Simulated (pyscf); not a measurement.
Thermochemistry of product channels of `[NH]=[Si]` [singlet] + `[OH2]` on the singlet surface, in kJ/mol, from ωB97M-D3(BJ)/def2-TZVP energies (ideal gas, 1 atm, RRHO with modes under 100 cm⁻¹ raised to 100, one conformer, R ln 2 for chiral ones without a mode under 150 cm⁻¹). Single points on ωB97X-D3(BJ)/def2-SVP structures (PySCF, gas phase).

| products | ΔE | ΔH(298 K) | ΔG(298 K) | ΔG(900 K) |
|---|---|---|---|---|
| `[NH]=[SiH][OH]` | -115.8 | -118.6 | -79.2 | -1.4 |
| `[NH]=[Si]=[O]` + `[H][H]` | +93.1 | +73.3 | +77.6 | +80.1 |

The channel to HN=SiH–OH turns unfavourable between 298 and 1200 K (ΔG from -79.2 kJ/mol to +35.4 kJ/mol).

These are energies of the channels, which say nothing of barriers. HN=SiH–OH lies 88.3 kJ/mol over its isomer H₂N–Si:–OH [singlet] (electronic energy, ωB97M-D3(BJ)).
